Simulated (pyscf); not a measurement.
**Addition across a multiple bond or ene-type step: HGa=AsH + H₂O -> HO–GaH–AsH₂**

Gas phase, singlet surface, charge 0. Bonds broken: O5–H6. Bonds formed: As1–H6, Ga2–O5. PySCF, gas phase, ωB97X-D3(BJ)/def2-SVP geometries. Correlated levels are frozen-core, on RHF or UHF. ΔMP2 is the change of the MP2 total energy from the triple- to the quadruple-zeta basis.

Transition state (Å):

```xyz
7

As    -0.0568    -0.8673     1.4713
Ga    -1.7195     0.1250     0.1808
H     -0.4286    -2.1446     0.7083
H     -3.0884     0.5669    -0.4200
O     -0.2304     0.7686    -0.9065
H      0.4071     0.0745    -0.1403
H     -0.0180     0.9877    -1.8255
```

One imaginary mode, 1327i cm⁻¹; descent along it reached the two sides named, in the forms told below.

```csv
bond,change,reactant side (Å),saddle,product side
O5–H6,breaks,0.969,1.215,3.3
As1–H6,forms,3.2,1.923,1.518
Ga2–O5,forms,2.201,1.953,1.789
```

Electronic energies relative to the separated reactants (eV):

```csv
level,barrier,reaction energy,reverse barrier
ωB97X-D3(BJ)/def2-TZVP,-0.05,-1.78,1.73
PBE/def2-TZVP,-0.15,-1.49,1.34
r²SCAN/def2-TZVP,-0.18,-1.68,1.50
B3LYP-D3(BJ)/def2-TZVP,-0.01,-1.57,1.57
PBE0-D3(BJ)/def2-TZVP,-0.12,-1.62,1.50
M06-2X/def2-TZVP,-0.12,-1.69,1.56
ωB97M-D3(BJ)/def2-TZVP,-0.02,-1.66,1.63
HF/def2-TZVP,0.49,-1.71,2.20
MP2/def2-QZVPP,-0.01,-1.61,1.60
CCSD/def2-TZVPP,0.14,-1.67,1.81
CCSD(T)/def2-TZVPP,0.07,-1.63,1.70
CCSD(T)/def2-TZVPP + ΔMP2(QZVPP),0.09,-1.58,1.68
```

With CCSD(T)/def2-TZVPP + ΔMP2(QZVPP) energies and thermal terms (ideal gas, 1 atm, RRHO with modes under 100 cm⁻¹ raised to 100, one conformer, R ln 2 for rigid chiral ones), in eV:

```tsv
T (K)	ΔH‡	ΔG‡	ΔH	ΔG
298	-0.01	0.42	-1.58	-1.16
600	0.00	0.86	-1.56	-0.73
900	0.04	1.28	-1.51	-0.33
1200	0.08	1.69	-1.45	+0.06
```

On the reactant side the descent ends in an adduct with a Ga–O contact, 0.63 eV under the separated species and 0.58 eV under the saddle at ωB97X-D3(BJ)/def2-TZVP. At ωB97X-D3(BJ), PBE, r²SCAN, B3LYP-D3(BJ), PBE0-D3(BJ), M06-2X, ωB97M-D3(BJ), MP2 the saddle lies under the separated reactants, which points to a path from their complex (located at ωB97X-D3(BJ) alone). What is counted as formed (Ga–O) is already present as a longer contact in the reactant adduct; forming that adduct is a step of its own. HGa=AsH lies 0.53 eV over its isomer Ga–AsH₂ [singlet], and others may lie lower still (electronic energy, ωB97M-D3(BJ)). This is the saddle that the search found; another between the same sides may lie lower. The CCSD(T) − MP2 part came from Ansatz, without density fitting, on the same reference. The frozen core leaves the outer d or s,p core shells of the metals and heavy elements correlated in the MP2 and CC values, and def2-TZVPP describes them poorly, which can shift differences by a few kcal/mol. Elements up to Kr have no core potential and no relativistic terms here.
